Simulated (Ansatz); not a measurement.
A made-up structure of CH4AlS, doublet:

```xyz
7
angstrom
Al -1.0405 0.5346 -0.8046
C 0.4110 0.0732 0.3566
S 0.9455 -1.5289 0.5855
H -1.7853 -0.6183 -1.5981
H -1.4425 2.0630 -0.9261
H -0.8702 0.2209 0.6729
H 1.9510 -1.3420 1.4617
```

It is relaxed with PBE-D4/def2-SVP and then PBE0-D4/def2-TZVP (Ansatz 0.2.0). Atoms count as bonded within 1.22 times the sum of their covalent radii (H–H: 0.88 Å). The end point is not checked to be a true minimum.

Task: Does its bonding change? (Judge from chemistry; the calculation decides.)

Result: By the calculation: Yes. Formed: C2–H6; broken: Al1–H6.

Where it ends: The first stage lowers the energy by 2.57 eV in 17 steps. It ends as CH₄AlS ([AlH2][CH][SH]):
```
7
angstrom
Al -0.8896 0.4799 -0.8675
C -0.2091 0.0207 0.8555
S 0.9201 -1.2144 1.1767
H -0.3309 -0.3866 -2.0774
H -1.9401 1.6518 -1.0443
H -0.4870 0.5128 1.7858
H 1.1057 -1.6617 -0.0808
```

Labels in which every atom is bracketed show which atoms are joined, not bond orders.

For scale, one of the runs: PBE0-D4/def2-TZVP relaxation, 129 basis functions, launched by `ansatz run in.yaml --threads 2 --pin off --events-out ev --progress --plain --max-ram 4352MiB`. The run took about 28 s on 2 CPU threads of an Arm Neoverse V2 (shared host).
